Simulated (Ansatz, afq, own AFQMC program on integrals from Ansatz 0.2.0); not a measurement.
Integrals from Ansatz 0.2.0, then the random walk in our own AFQMC program (afq).

```yaml
crystal:
  periodic: [false, false, false]
  atoms:
    - {symbol: Ge, position_ang: [0.000000, 0.000000, 0.431903]}
    - {symbol: N, position_ang: [0.000000, 0.000000, -1.883353]}
    - {symbol: H, position_ang: [0.000000, 0.830871, -2.477269]}
    - {symbol: H, position_ang: [0.000000, -0.830871, -2.477269]}
basis:
  gaussian: {orbitals: cc-pVDZ}
magnetization: {spin_polarized: true, initial_magnetization: 5}
correlation: {method: ccsd_t, electrons: outside_noble_gas, hamiltonian_folder: ham}
```

```sh
$ ansatz run in.yaml --threads 1 --pin off --events-out ev --progress --plain --max-ram 23808MiB --backend cuda --devices 0, --max-vram 18GiB
```

afq runs on the folder ham with

```
--method phaseless --trial cisd --walkers 4000 --populations 20 --least-time 60 --time-step 0.005 --steps-per-block 50 --equilibration-blocks 28 --max-blocks 4000 --target-error 0.0002 --factor-cut 1e-05 --start spin_pure --seed 9198 --release-times 0.24,0.51,0.99,1.62,2.4 --release-step 0.03 --release-every 3 --taylor-order 6
```

Times are imaginary, in 1/Eh. The walk had a cap of 122 s. With eight or more populations the least sampling time is a fifth of least-time, and the error comes from their spread. Filled inner d shells are frozen with the cores.

afq prints:

```
orbitals 36  electrons 8 3  factors 272 of 553
reference energy -2130.72327926 Eh
CCSD correlation -0.19416635 Eh in 11 cycles, weight of the determinant in the CISD state 0.9129
energy of the start -2130.917163 Eh
 block  time / (1/Eh)  mean weight  energy / Eh
     1     0.250  1.0000  -2130.915875
     2     0.500  1.0000  -2130.917674
     3     0.750  1.0001  -2130.919091
     4     1.000  1.0000  -2130.919962
     5     1.250  1.0001  -2130.920671
     8     2.000  1.0000  -2130.921252
    11     2.750  0.9997  -2130.921534
    14     3.500  0.9998  -2130.922807
    17     4.250  0.9997  -2130.922650
    20     5.000  1.0002  -2130.922161
    23     5.750  0.9998  -2130.922418
    26     6.500  0.9999  -2130.921987
    29     7.250  1.0001  -2130.921940
    30     7.500  0.9999  -2130.921414
    32     8.000  0.9998  -2130.921693
    35     8.750  1.0001  -2130.923006
    38     9.500  1.0000  -2130.922624
    41    10.250  1.0001  -2130.922189
    44    11.000  1.0002  -2130.922068
    47    11.750  0.9999  -2130.921879
    50    12.500  1.0001  -2130.922830
    53    13.250  0.9998  -2130.923307
    54    13.500  1.0003  -2130.923935
    56    14.000  1.0002  -2130.922419
    59    14.750  1.0001  -2130.921930
    62    15.500  0.9999  -2130.921998
    65    16.250  1.0002  -2130.922361
    68    17.000  1.0002  -2130.922375
    71    17.750  0.9999  -2130.922047
    74    18.500  1.0000  -2130.922253
    77    19.250  1.0000  -2130.922177
    78    19.500  1.0001  -2130.921980
error from the spread of 20 populations
released: time / (1/Eh)  energy / Eh  error  mean overlap
  0.24  -2130.922388  0.000083  1.0005
  0.51  -2130.922457  0.000064  0.9985
  0.99  -2130.922539  0.000067  0.9989
  1.62  -2130.922418  0.000053  1.0009
  2.40  -2130.922408  0.000102  1.0031
energy -2130.922342 +/- 0.000116 Eh
(rows thinned)
```

The run passed its tests (sampling time, drift between the halves within three errors, error under three times the target), which doesn't prove that it has relaxed.

Against this walk (error 3.2 meV) on the same determinant: CCSD(T) 21.7 meV higher, CCSDT(Q) 5.2 meV lower (within the noise). The error is statistical and leaves out the bias of the constraint. Released to 2.40 1/Eh the energy moves by -2 ± 4 meV (both errors), within twice the noise.

Cautions: constraint bias not in the error; no relativity below Rb; no spin-orbit coupling; inner d shell frozen; another spin lies lower (by 4.89 eV); CCSDT(Q) on the ROHF determinant differs (34 meV higher), by its state or its frozen core.

The walk took 36 s on 1 × NVIDIA H100 80GB HBM3 with 2 threads of AMD EPYC 7R13 Processor (Zen 3) (shared host) (the card was shared). The log's last line is the phaseless energy.

CCSDT and higher add their correlation energy to the determinant of the CCSD(T) run, since their own runs factorise the integrals more tightly (a shift of under 2 meV). A walk keeps the symmetry of its determinant, which the program's search chose and which needn't be the lowest solution, so a lower state of the same spin and another symmetry isn't excluded.
